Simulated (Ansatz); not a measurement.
## Zinc-blende HgTe

Computed with r²SCAN in Ansatz (PAW).

Settings: plane-wave cutoff 560 eV, 10×10×10 k mesh, Fermi–Dirac smearing 0.01 eV, scalar-relativistic PAW data made under PBE.

Cell (relaxed at this level):

```yaml
crystal:
  lattice:
    - [0.00000, 3.28646, 3.28646]
    - [3.28646, 0.00000, 3.28646]
    - [3.28646, 3.28646, 0.00000]
  atoms:
    - { symbol: Hg, position: [0.00000, 0.00000, 0.00000] }
    - { symbol: Te, position: [0.25000, 0.25000, 0.25000] }
```

```
Item                                               Result
------------------------------------------  -------------
bulk modulus B0                                  40.1 GPa
band gap                                    zero (no gap)
pressure derivative B′ of the bulk modulus            5.1
```

Measured, for comparison: bulk modulus 42.3 GPa (temperature not stated, not corrected to a static lattice; as tabulated in Toher et al. (2017), arXiv:1611.05714). Computed (rounded) less measured: bulk modulus -5 %.

Spin–orbit coupling is not included; it can open a gap where bands touch, and shift volumes and moduli.

Static lattice: no zero-point or thermal effects.

Cost on a shared machine: around 2.2 core-minutes (rough).

Ansatz is a quantum-chemistry and plane-wave program.
